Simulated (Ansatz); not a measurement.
C3H6O2 can be A, `COCC=O`, or B, `CCOC=O`.

Computed with Ansatz on PBE0-D4/def2-TZVP structures; ΔE is electronic, products minus reactants. CCSD(T)/CBS adds triple-zeta CCSD(T) − MP2 to the extrapolated MP2 energy (def2 sets, frozen cores). Functionals use def2-TZVPP. B3LYP here is the variant with VWN-RPA as its local correlation; programs differ in this. One conformer a species, not always the lowest.

(1) Which isomer does CCSD(T)/CBS put lower? Give the gap. (Estimate.)

(2) Give E(B) − E(A) in kcal/mol with r2SCAN-D4, PBE0-D4, B2PLYP, CCSD(T)/def2-TZVPP, PBE-D4, HF/def2-TZVPP, B3LYP. (Estimate.)

Largest T1 diagnostic: 0.014.

Answers

(1) The calculation gave: B, by 26.4 kcal/mol.

(2) Computed: r2SCAN-D4 -28.6, PBE0-D4 -27.3, B2PLYP -27.0, CCSD(T)/def2-TZVPP -26.4, PBE-D4 -27.6, HF/def2-TZVPP -25.1, B3LYP -26.3. None reverses the order clearly.

In def2-TZVPP, CCSD(T) changes the Hartree–Fock value by −1.4 kcal/mol (the triples alone add −0.6 kcal/mol) and MP2 by −2.8 kcal/mol.
